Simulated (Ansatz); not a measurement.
Geometry optimisation, RKS PBE0-D4/def2-SVP (Ansatz).

input.yaml

```yaml
crystal:
  periodic: [false, false, false]
  atoms:
    - { symbol: B, position_ang: [0.038186, 0.391069, -0.497445] }
    - { symbol: "N", position_ang: [0.004008, 0.064049, 2.234563] }
    - { symbol: H, position_ang: [-0.847035, -0.213625, 2.721155] }
    - { symbol: H, position_ang: [0.692505, 0.293471, 2.949834] }
    - { symbol: "N", position_ang: [1.298768, 0.085918, -1.006201] }
    - { symbol: H, position_ang: [1.532326, -0.815078, -1.400219] }
    - { symbol: H, position_ang: [2.090537, 0.7091, -0.933734] }
    - { symbol: H, position_ang: [-0.871645, -0.396963, -0.63092] }
    - { symbol: H, position_ang: [-0.143834, 1.486227, -0.041086] }
    - { symbol: H, position_ang: [-0.219215, 0.951333, 1.744453] }
basis:
  gaussian: { orbitals: def2-SVP }
hamiltonian:
  xc: pbe0
  dispersion: d4
relax:
  f_tol: 0.03
  max_steps: 50
```

Command:

```bash
$ ansatz run input.yaml --threads 2 --pin off --max-ram 3072MiB --backend cpu --events-out ev --progress --plain --runs-dir out
```

Task: Where does it end, and by what steps?

Result: The forces met the threshold. The force dipped under the threshold on the way, but the program's further checks kept it going. After 23 steps the energy has fallen by 0.384 eV; H3 moved furthest, 1.25 Å. Joined: B1–N2 (2.75 → 1.68 Å).

```json
{"step": "0", "energy less start (eV)": "0.0000", "largest force component (eV/Å)": "0.672", "accepted": "yes"}
{"step": "1", "energy less start (eV)": "-0.0415", "largest force component (eV/Å)": "0.387", "accepted": "yes"}
{"step": "2", "energy less start (eV)": "-0.0460", "largest force component (eV/Å)": "0.285", "accepted": "yes"}
{"step": "3", "energy less start (eV)": "0.0970", "largest force component (eV/Å)": "1.346", "accepted": "no"}
{"step": "4", "energy less start (eV)": "-0.0583", "largest force component (eV/Å)": "0.052", "accepted": "yes"}
{"step": "5", "energy less start (eV)": "-0.0647", "largest force component (eV/Å)": "0.068", "accepted": "yes"}
{"step": "6", "energy less start (eV)": "-0.0710", "largest force component (eV/Å)": "0.446", "accepted": "yes"}
{"step": "7", "energy less start (eV)": "-0.0812", "largest force component (eV/Å)": "0.619", "accepted": "yes"}
{"step": "8", "energy less start (eV)": "-0.1022", "largest force component (eV/Å)": "0.574", "accepted": "yes"}
{"step": "9", "energy less start (eV)": "-0.1266", "largest force component (eV/Å)": "0.764", "accepted": "yes"}
{"step": "10", "energy less start (eV)": "-0.1766", "largest force component (eV/Å)": "0.678", "accepted": "yes"}
{"step": "11", "energy less start (eV)": "-0.2585", "largest force component (eV/Å)": "0.645", "accepted": "yes"}
{"step": "12", "energy less start (eV)": "-0.2259", "largest force component (eV/Å)": "1.531", "accepted": "no"}
{"step": "13", "energy less start (eV)": "-0.3039", "largest force component (eV/Å)": "0.354", "accepted": "yes"}
{"step": "14", "energy less start (eV)": "-0.3418", "largest force component (eV/Å)": "0.310", "accepted": "yes"}
{"step": "15", "energy less start (eV)": "-0.3531", "largest force component (eV/Å)": "0.286", "accepted": "yes"}
{"step": "16", "energy less start (eV)": "-0.3529", "largest force component (eV/Å)": "0.384", "accepted": "no"}
{"step": "17", "energy less start (eV)": "-0.3662", "largest force component (eV/Å)": "0.216", "accepted": "yes"}
{"step": "18", "energy less start (eV)": "-0.3717", "largest force component (eV/Å)": "0.269", "accepted": "yes"}
{"step": "19", "energy less start (eV)": "-0.3809", "largest force component (eV/Å)": "0.116", "accepted": "yes"}
{"step": "20", "energy less start (eV)": "-0.3624", "largest force component (eV/Å)": "0.427", "accepted": "no"}
{"step": "21", "energy less start (eV)": "-0.3826", "largest force component (eV/Å)": "0.052", "accepted": "yes"}
{"step": "22", "energy less start (eV)": "-0.3837", "largest force component (eV/Å)": "0.006", "accepted": "yes"}
{"step": "23", "energy less start (eV)": "-0.3839", "largest force component (eV/Å)": "0.025", "accepted": "yes"}
```

```xyz
10
Properties=species:S:1:pos:R:3
B 0.052 0.490 0.014
N -0.016 0.324 1.689
H 0.006 -0.668 1.930
H 0.812 0.754 2.104
N 1.317 -0.179 -0.401
H 1.207 -0.990 -0.998
H 2.014 0.427 -0.820
H -0.988 -0.064 -0.346
H 0.021 1.713 -0.128
H -0.851 0.748 2.098
```

The run took 34 s on 2 threads of Intel(R) Xeon(R) Platinum 8175M CPU @ 2.50GHz (Skylake/Cascade Lake) (shared host), peak memory 0.15 GiB.
